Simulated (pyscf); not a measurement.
O=CH–OH + H₂O → HO–CH(OH)–OH, an addition across a multiple bond or ene-type step (singlet surface; H–O broken, C–O, H–O formed). Optimised with ωB97X-D3(BJ)/def2-SVP in PySCF. MP2 and CC: frozen core, UHF for open shells. ΔMP2 is the change of the MP2 total energy from the triple- to the quadruple-zeta basis. Energies in kcal/mol from the separated reactants.

Small-basis levels: PySCF, no dispersion term, spherical d functions. AM1 to PM7: differences of heats of formation from MOPAC, which are fitted to 298 K values and so differ in kind from electronic energies by zero-point and thermal terms. GFN2-xTB: tblite. Cost: rough CPU time at the saddle relative to B3LYP/6-31G*, from one job on a shared machine.

```tsv
level	barrier	reaction energy	cost
HF/STO-3G	41.8	-32.4	0.04
HF/3-21G	36.7	-11.7	0.05
HF/6-31G*	[?]	+0.1	0.07
B3LYP/3-21G	19.4	-7.8	0.7
M06-2X/6-31G*	34.4	-6.2	3
GFN2-xTB	31.5	-14.6	under 0.02
AM1	51.4	-16.2	under 0.02
PM3	53.2	-7.4	under 0.02
PM7	[?]	+0.7	under 0.02
CCSD(T)/def2-TZVPP + ΔMP2(QZVPP)	[?]	+1.1	–
```

Task: What belongs in the gaps?

Result: 
- HF/6-31G*, barrier: 54.4
- PM7, barrier: 37.7
- CCSD(T)/def2-TZVPP + ΔMP2(QZVPP), barrier: 41.3

Against the last row the barrier runs from -21.8 (B3LYP/3-21G) to +13.2 kcal/mol (HF/6-31G*); HF/STO-3G happens to lie closest here (0.5 kcal/mol apart). CCSD(T)/def2-TZVPP + ΔMP2(QZVPP) has limits of its own. On the reactant side the descent ends in a complex, 5.5 kcal/mol under the separated species and 44.8 kcal/mol under the saddle at ωB97X-D3(BJ)/def2-TZVP. The same reactants have a lower exit, to O=CH–OH + H₂O (barrier +2.9 kcal/mol at ωB97M-D3(BJ)/def2-TZVP, against +39.0 kcal/mol here). One saddle was located; it need not be the lowest between these sides. The CCSD(T) − MP2 part came from Ansatz, without density fitting, on the same reference.
